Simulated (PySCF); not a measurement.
Bond stretch in SMILES C=CCl. The C2–Cl6 bond (C2 also carries C, H; Cl6 carries nothing else) is stretched with both fragments frozen at the PBE0/def2-TZVP optimised geometry.

- UKS-LDA (SVWN5) = unrestricted LDA (SVWN5)/cc-pVDZ run with PySCF
- UKS-B3LYP = unrestricted B3LYP/cc-pVDZ in PySCF
- UHF/cc-pVDZ (PySCF)

Magnitude of the dipole moment (D; its direction can reverse along the curve, and a method can change to another solution) and Mulliken charge of the fragment that holds C2:

```csv
R / Å,μ UKS-LDA (SVWN5),q UKS-LDA (SVWN5),μ UKS-B3LYP,q UKS-B3LYP,μ UHF,q UHF
1.28,0.59,-0.19,0.60,-0.17,0.57,-0.11
1.39,0.40,-0.10,0.41,-0.08,0.53,-0.02
1.45,0.45,-0.07,0.48,-0.04,0.69,0.01
1.54,0.67,-0.02,0.72,0.00,1.00,0.05
1.62,0.93,0.01,0.99,0.04,1.29,0.08
1.68,1.13,0.03,1.20,0.06,1.52,0.09
1.72,1.27,0.04,1.35,0.07,1.67,0.11
1.76,1.42,0.05,1.49,0.08,1.83,0.12
1.84,1.71,0.08,1.78,0.11,2.15,0.14
1.87,1.81,0.09,1.89,0.12,2.27,0.15
1.99,2.25,0.12,2.33,0.15,2.78,0.19
2.16,2.85,0.17,2.93,0.19,—,—
2.30,3.32,0.20,3.42,0.22,3.11,0.19
2.58,4.17,0.24,4.30,0.26,2.05,0.09
2.84,4.83,0.26,4.32,0.24,1.45,0.04
3.07,5.32,0.27,4.00,0.20,1.15,0.02
3.45,5.29,0.25,3.40,0.15,0.90,0.01
3.77,5.23,0.23,2.91,0.11,0.80,0.00
4.24,5.22,0.20,2.27,0.07,0.74,0.00
4.60,5.28,0.19,1.86,0.05,0.72,0.00
5.10,5.45,0.18,1.41,0.02,0.70,0.00
6.02,5.96,0.17,0.90,0.00,0.69,0.00
```

Dashes: no converged value, or the column stops at the first point that the program doubted or that broke a chosen test of continuity, which isn't proof of a fault.

The unrestricted determinant behind UKS-LDA (SVWN5) is spin-contaminated at 3.45 to 6.02 Å (<S²> up to 0.8, against 0.00 for a pure singlet). At the longest distance UKS-LDA (SVWN5) leaves fractional charges on the fragments, a sign of delocalisation error or of the restricted form. The unrestricted determinant behind UKS-B3LYP is spin-contaminated at 2.84 to 6.02 Å (<S²> up to 1.0, against 0.00 for a pure singlet). The unrestricted solution behind UHF changes between 2.30 and 2.58 Å, which can leave a kink. The unrestricted determinant behind UHF is spin-contaminated at 1.28, 2.16 to 6.02 Å (<S²> up to 1.2, against 0.00 for a pure singlet).
